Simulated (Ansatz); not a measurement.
Mulliken charges of C$_{3}$H$_{5}$ClO, SMILES `C[C@H]1O[C@@H]1Cl` from r2SCAN/def2-TZVPP in Ansatz (PBE0-D4/def2-TZVP geometry).

```json
{"atom": "C1", "x (Å)": "-0.729", "y (Å)": "-0.062", "z (Å)": "1.091", "charge (e)": "-0.116"}
{"atom": "C2", "x (Å)": "-0.015", "y (Å)": "0.479", "z (Å)": "-0.103", "charge (e)": "0.112"}
{"atom": "O3", "x (Å)": "1.422", "y (Å)": "0.435", "z (Å)": "-0.077", "charge (e)": "-0.316"}
{"atom": "C4", "x (Å)": "0.763", "y (Å)": "-0.357", "z (Å)": "-1.003", "charge (e)": "0.180"}
{"atom": "Cl5", "x (Å)": "0.944", "y (Å)": "0.072", "z (Å)": "-2.697", "charge (e)": "-0.143"}
{"atom": "H6", "x (Å)": "-0.675", "y (Å)": "0.647", "z (Å)": "1.921", "charge (e)": "0.056"}
{"atom": "H7", "x (Å)": "-0.287", "y (Å)": "-1.005", "z (Å)": "1.416", "charge (e)": "0.041"}
{"atom": "H8", "x (Å)": "-1.783", "y (Å)": "-0.229", "z (Å)": "0.857", "charge (e)": "0.050"}
{"atom": "H9", "x (Å)": "-0.401", "y (Å)": "1.403", "z (Å)": "-0.530", "charge (e)": "0.062"}
{"atom": "H10", "x (Å)": "0.843", "y (Å)": "-1.432", "z (Å)": "-0.872", "charge (e)": "0.074"}
```

Problem. By hand: the dipole of these point charges (1 e Å = 4.8032 D).

Solution. Σ q r = (-0.465, -0.187, 0.202) e Å, of length 0.540 e Å = 2.59 D.

Problem. How does the dipole of the full density compare? (An estimate is asked.)

Solution. The calculation gave: (-0.410, -0.157, 0.301) e Å, 2.56 D; the point charges give 1.01 times that, at 13° from its direction.

Point charges leave out the atoms' own dipoles, such as those of lone pairs, and Mulliken's split depends on the basis, so the close match here is no proof of good charges.
